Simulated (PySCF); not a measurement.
Bond length, frequency and bond energy of LiP⁺ by level of theory

State: ⁴Σ⁻ (quartet), unpaired electrons σ ↑, π ↑↑. Set-up: Li 6-31G(d,p), P 6-31G(d,p); no relativity (PySCF 2.14). De refers to Li⁺ + P in their high-spin ground configurations, without counterpoise correction. The functionals are run spin-unrestricted. A positive dipole points towards P; it is taken about the centre of mass and depends on that origin.

| Level | Re (Å) | ωe (cm⁻¹) | De (eV) | μ (D) |
| --- | --- | --- | --- | --- |
| UHF | 2.737 | 236 | 0.326 | -8.70 |
| UHF-MP2 | 2.672 | 265 | 0.396 | n/a |
| UHF-SCS-MP2 | 2.681 | 261 | 0.384 | n/a |
| UHF-CCSD | 2.659 | 271 | 0.413 | n/a |
| UHF-CCSD(T) | 2.655 | 274 | 0.420 | n/a |
| PBE | 2.712 | 241 | 0.415 | -8.37 |
| TPSS | 2.708 | 243 | 0.402 | -8.39 |
| r²SCAN | 2.735 | 231 | 0.340 | -8.62 |
| M06-L | 2.744 | 229 | 0.319 | -8.79 |
| PBE0 | 2.701 | 244 | 0.386 | -8.42 |
| HSE06 | 2.704 | 243 | 0.388 | -8.43 |
| B2PLYP | 2.682 | 254 | 0.408 | -8.37 |

The bond length runs from 2.655 Å (UHF-CCSD(T)) to 2.744 Å (M06-L). De spans 0.32 eV (M06-L, meta-GGA) to 0.42 eV (UHF-CCSD(T), coupled cluster). Correlation at CCSD(T) changes the Hartree–Fock bond energy by +0.09 eV; the triples alone change it by +0.01 eV.

Correlated steps freeze 5 core orbitals. The bond is weak. Basis-set superposition, not corrected here, can be much of De in a small basis, most of all at correlated wavefunction levels. For an ion De counts to the pair picked by the measured ionisation energies or electron affinities, which need not be the lowest pair at this level. B2PLYP dipoles, levels and charges come from its SCF part alone. The state is the lowest determinant that a PBE0 search found; another state may lie lower at other levels.
